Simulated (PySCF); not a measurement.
Basis-set dependence of BF at r²SCAN

PySCF, UKS reference; singlet, unpaired electrons none; De to B + F without counterpoise correction.

| basis | relativity | functions | Re (Å) | ωe (cm⁻¹) | De (eV) | μ (D) |
| --- | --- | --- | --- | --- | --- | --- |
| STO-3G | no relativity | 10 | 1.271 | 1514 | 8.79 | 1.56 |
| x2c-SVPall | spin-free X2C | 28 | 1.267 | 1404 | 7.89 | 1.27 |
| jorge-DZP-DKH | spin-free X2C | 30 | 1.289 | 1341 | 7.54 | 1.00 |
| def2-SVPD | no relativity | 43 | 1.273 | 1361 | 7.75 | 1.05 |
| aug-cc-pVDZ | no relativity | 46 | 1.291 | 1289 | 7.51 | 0.96 |
| def2-TZVPP | no relativity | 62 | 1.267 | 1397 | 7.83 | 1.08 |
| def2-TZVPPD | no relativity | 77 | 1.268 | 1394 | 7.82 | 1.06 |

Task: How does each smaller set differ from the one with most functions, def2-TZVPPD?

Result: STO-3G: +0.3 pm, +8.6 % in ωe, +0.97 eV in De; x2c-SVPall: -0.1 pm, +0.7 % in ωe, +0.07 eV in De; jorge-DZP-DKH: +2.1 pm, -3.8 % in ωe, -0.28 eV in De; def2-SVPD: +0.5 pm, -2.4 % in ωe, -0.07 eV in De; aug-cc-pVDZ: +2.3 pm, -7.5 % in ωe, -0.31 eV in De; def2-TZVPP: -0.1 pm, +0.2 % in ωe, +0.01 eV in De. All at r²SCAN; the set with most functions is neither the basis-set limit nor always the best. The rows treat relativity differently, so the differences are not basis effects alone.

A positive dipole means B(−)F(+). STO-3G is very small, so such numbers show the basis as much as the molecule.
